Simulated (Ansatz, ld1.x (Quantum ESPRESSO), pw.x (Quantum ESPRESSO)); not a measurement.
**pw.x on bcc Se: one setting changed**

Potential: PAW, ld1.x (Quantum ESPRESSO) 7.5, PBEsol; core [Ar] 3d10, reference 4s2 4p2; waves: 4s (bound): rcut 1.35, rcutus 1.55 bohr; 4s channel at -2.05 Ry: rcut 1.35, rcutus 1.55 bohr; 4p (bound): rcut 1.55, rcutus 1.85 bohr; 4p channel at -1.35 Ry: rcut 1.55, rcutus 1.85 bohr; 4d channel at 0.25 Ry: rcut 1.40, rcutus 1.85 bohr; 4d channel at 2.45 Ry: rcut 1.40, rcutus 1.85 bohr; local part: all-electron potential smoothed inside 1.50 bohr (lloc = -1); core correction: Bessel-smoothed model core inside 1.10 bohr; augmentation: PSQ, inside the norm-conserving radii.

The reference run (k-mesh 14³, cutoffs 40/320 Ry, Fermi–Dirac 0.01 Ry, mixing_beta 0.4, conv_thr 1e-9, no spin) gives 1.03 GPa at 19.087 Å³/atom, where all-electron LAPW gives 1.16 GPa. This run, with its own iteration cap, changes smearing to gauss.

```
&control
  calculation='scf', prefix='x', pseudo_dir='./', outdir='./tmp', tstress=.true., disk_io='none'
/
&system
  ibrav=0, nat=1, ntyp=1, ecutwfc=40, ecutrho=320, nbnd=10,
  occupations='smearing', smearing='gauss', degauss=0.01
/
&electrons
  conv_thr=1e-09, mixing_beta=0.4, electron_maxstep=50
/
ATOMIC_SPECIES
Se 1.0 Se.UPF
CELL_PARAMETERS angstrom
  -1.68354952 1.68354952 1.68354952
  1.68354952 -1.68354952 1.68354952
  1.68354952 1.68354952 -1.68354952
ATOMIC_POSITIONS crystal
Se 0.0000 0.0000 0.0000
K_POINTS automatic
14 14 14 0 0 0
```

```bash
pw.x < Se.scf.in > Se.scf.out
```

Problem. How does the run end?

Solution. It converges in 8 iterations; the free energy moves by +17.2 meV/atom and the pressure by -0.12 GPa. Gaussian smearing of the same width is narrower in effect than Fermi–Dirac, so its quadratic term in F is smaller.

```
Message from routine setup:
     using ibrav=0 with symmetry is DISCOURAGED, use correct ibrav instead
     lattice parameter (alat)  =       5.5104  a.u.
     unit-cell volume          =     128.8055 (a.u.)^3
     number of electrons       =         6.00
     number of Kohn-Sham states=           10
     kinetic-energy cutoff     =      40.0000  Ry
     charge density cutoff     =     320.0000  Ry
     scf convergence threshold =      1.0E-09
     Exchange-correlation= SLA  PW   PSX  PSC
     number of k points=   104  Gaussian smearing, width (Ry)=  0.0100
     iteration #  1     ecut=    40.00 Ry     beta= 0.40
     total energy              =    -186.02421939 Ry
     estimated scf accuracy    <       0.30733102 Ry
     iteration #  2     ecut=    40.00 Ry     beta= 0.40
     total energy              =    -185.99138109 Ry
     estimated scf accuracy    <       0.07071064 Ry
     iteration #  3     ecut=    40.00 Ry     beta= 0.40
     total energy              =    -186.00062335 Ry
     estimated scf accuracy    <       0.00013220 Ry
     [... 2 iterations left out ...]
     iteration #  6     ecut=    40.00 Ry     beta= 0.40
     total energy              =    -186.00068886 Ry
     estimated scf accuracy    <       0.00000003 Ry
     iteration #  7     ecut=    40.00 Ry     beta= 0.40
     total energy              =    -186.00068887 Ry
     estimated scf accuracy    <          3.1E-09 Ry
     iteration #  8     ecut=    40.00 Ry     beta= 0.40
     the Fermi energy is     9.1587 ev
!    total energy              =    -186.00068887 Ry
     estimated scf accuracy    <          2.0E-11 Ry
     smearing contrib. (-TS)   =      -0.00045254 Ry
     The total energy is F=E-TS. E is the sum of the following terms:
     one-electron contribution =       6.47432482 Ry
     hartree contribution      =       0.69668909 Ry
     xc contribution           =     -32.93249886 Ry
     ewald contribution        =     -20.59006219 Ry
     one-center paw contrib.   =    -139.64868918 Ry
     convergence has been achieved in   8 iterations
          total   stress  (Ry/bohr**3)                   (kbar)     P=        9.19
     Message from routine punch:
     Nothing written, as per user request (disk_io='none')
```

The run took about 8.7 s on one core of a shared host (Neoverse-V2, 32 threads, 247 GiB, load 11).
